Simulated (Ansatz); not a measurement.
# SiNH4 (quartet): the correlation ladder at distance Si1–H5 along a hydrogen transfer = 1.733 Å, cc-pVDZ

An exercise on one series of results from a longer session: the logs are not shown, and one member is left open.

Computed with Ansatz 0.2.0, Gaussian basis. Level: cc-pVDZ, core rule «outside noble gas», up to 6 orbitals frozen.

Plan: UHF; CCSD(T) on ROHF; CCSD(T) on UHF; BCCD(T) on ROHF; CISD; CCSDT(Q) on ROHF; CCSDT(Q) on UHF; CASSCF and MRCISD+Q, 5 electrons in 5 orbitals; CASSCF and NEVPT2, 5 electrons in 5 orbitals.

9 further runs of the same task are left out: 1 for a mislabelled method, 8 that didn't finish.

## What is computed

The geometry derives from fragments relaxed apart (PBE0/def2-TZVP) and kept rigid, so it is no stationary point. A hydrogen atom is moved between rigid fragments.

6 atoms, charge 0, spin multiplicity 4.

Atoms are counted from 1 here; the program's logs count them from 0.

Bond lengths: Si1–H2 1.485 Å, Si1–H3 1.485 Å, Si1–H4 1.485 Å, H5–N6 1.140 Å. Angles: H2–Si1–H3 109.5°, H2–Si1–H4 109.5°, H3–Si1–H4 109.5°.

The first run:

File in.yaml:

```yaml
crystal:
  periodic: [false, false, false]
  atoms:
    - {symbol: Si, position_ang: [-0.877887, 0.000000, 0.000000]}
    - {symbol: H, position_ang: [-1.372758, 1.399708, 0.000000]}
    - {symbol: H, position_ang: [-1.372758, -0.699854, 1.212183]}
    - {symbol: H, position_ang: [-1.372758, -0.699854, -1.212183]}
    - {symbol: H, position_ang: [0.855113, 0.000000, 0.000000]}
    - {symbol: N, position_ang: [1.995113, 0.000000, 0.000000]}
basis:
  gaussian: {orbitals: cc-pVDZ}
magnetization: {spin_polarized: true, initial_magnetization: 3}
hamiltonian: {xc: hf}
output: {orbitals: {seedname: orbitals}}
```

Run with:

```
$ ansatz run in.yaml --threads 1 --pin off --events-out ev --progress --plain --max-ram 2393MiB
```

Among the steps run: UHF; CCSD(T) on ROHF; CCSD(T) on UHF; BCCD(T) on ROHF; CISD; CCSDT(Q) on ROHF; CCSDT(Q) on UHF; CASSCF and MRCISD+Q, 5 electrons in 5 orbitals; CASSCF and NEVPT2, 5 electrons in 5 orbitals.

One table of the session follows, with a row left open; its other results are not shown here.

It belongs to the step «Misses and costs». 

| method | from UCCSDT(Q) (kcal/mol) |
| --- | --- |
| ROHF | +172.64 |
| UHF | +163.95 |
| RMP2 | +32.44 |
| UMP2 | +33.68 |
| CISD | +17.22 |
| RCCSD | +4.16 |
| UCCSD | +3.99 |
| RCCSD(T) | +0.85 |
| UCCSD(T) | ? |
| BCCD(T) | +0.85 |
| RCCSDT | +0.20 |
| UCCSDT | +0.15 |
| RCCSDT(Q) | +0.04 |
| UCCSDT(Q) | 0 |

Q: Estimate the row for UCCSD(T) from the others.

As computed: from UCCSDT(Q) (kcal/mol): +0.83. In the column «from UCCSDT(Q) (kcal/mol)» it lies between RCCSDT (+0.20) and RCCSD(T) (+0.85).

Left out of the table: CASSCF pair, NEVPT2 pair, MRCISD pair, MRCISD+Q pair (the active space lost an orbital or holds another state than full CI finds).

Limits of these values: Restricted and unrestricted rows rest on different reference determinants; where their highest levels disagree by more than a few hundredths of an eV, they describe different states and don't form one ladder. Warnings in the runs' records: passed over end.
